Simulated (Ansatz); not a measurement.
# BNH2 (singlet): wave-function methods side by side, cc-pVDZ

An exercise on one series of results from a longer session: the logs are not shown, and one member is left open.

Program: Ansatz 0.2.0, Gaussian basis. Level of theory: cc-pVDZ, core rule «outside noble gas», up to 2 orbitals frozen. These are calculated values, not measurements.

To be run: UHF; CCSD(T) on RHF; CCSD(T) on UHF; BCCD(T) on RHF; CISD; CCSDT(Q) on RHF; CCSDT(Q) on UHF; CASSCF and MRCISD+Q, 10 electrons in 10 orbitals; CASSCF and NEVPT4(SD), 10 electrons in 10 orbitals; CASSCF and NEVPT2, 10 electrons in 10 orbitals.

24 further runs of the same task are left out: 3 for a known fault of the program, 11 that didn't finish, 10 set aside as unsound or not needed. Runs told in other sessions of the task aren't counted.

### The system

The geometry is a PBE0/def2-TZVP stationary point (not a proven minimum) of the parent state, kept for this charge and spin.

4 atoms, charge 0, spin multiplicity 1.

Atoms are counted from 1 here; the program's logs count them from 0.

Bond lengths: B1–N2 1.367 Å, N2–H3 1.012 Å, N2–H4 1.012 Å. Angles: B1–N2–H3 123.8°, B1–N2–H4 123.8°, H3–N2–H4 112.4°.

The first run:

in.yaml reads:

```yaml
crystal:
  periodic: [false, false, false]
  atoms:
    - {symbol: B, position_ang: [0.000000, 0.000000, 0.858848]}
    - {symbol: N, position_ang: [0.000000, 0.000000, -0.508608]}
    - {symbol: H, position_ang: [0.000000, -0.840950, -1.072031]}
    - {symbol: H, position_ang: [0.000000, 0.840950, -1.072031]}
basis:
  gaussian: {orbitals: cc-pVDZ}
magnetization: {spin_polarized: true, initial_magnetization: 0}
hamiltonian: {xc: hf}
output: {orbitals: {seedname: orbitals}}
```

Run with:

```sh
> ansatz run in.yaml --threads 1 --pin off --events-out ev --progress --plain --max-ram 2393MiB
```

Steps of the session up to this table: UHF; CCSD(T) on RHF; CCSD(T) on UHF; BCCD(T) on RHF; CISD; CCSDT(Q) on RHF; CCSDT(Q) on UHF; CASSCF and MRCISD+Q, 10 electrons in 10 orbitals; CASSCF and NEVPT4(SD), 10 electrons in 10 orbitals; CASSCF and NEVPT2, 10 electrons in 10 orbitals.

One table of the session follows, with a row left open; its other results are not shown here.

| method | from RCCSDT(Q) (meV) |
| --- | --- |
| RHF | +7284.9 |
| UHF | +7232.8 |
| RMP2 | +977.7 |
| CISD | +764.0 |
| RCCSD | +235.1 |
| RCCSD(T) | +34.6 |
| BCCD(T) | +32.7 |
| RCCSDT | ? |
| RCCSDT(Q) | 0 |
| CASSCF valence | +3779.5 |
| NEVPT2 valence | +1004.8 |
| NEVPT4(SD) valence | +195.1 |
| MRCISD valence | +250.1 |
| MRCISD+Q valence | +75.4 |

**Question.** Estimate the row for RCCSDT.

**Answer.** from RCCSDT(Q) (meV): +16.7. In the column «from RCCSDT(Q) (meV)» it lies between RCCSDT(Q) (0) and BCCD(T) (+32.7).

Not comparable, so not listed: CCSD(T) on UHF; CCSDT(Q) on UHF (they don't share determinant, frozen orbitals or solution with the rows shown, or repeat one).

To keep in mind: Warnings: restricted reference is unstable; spin contamination.
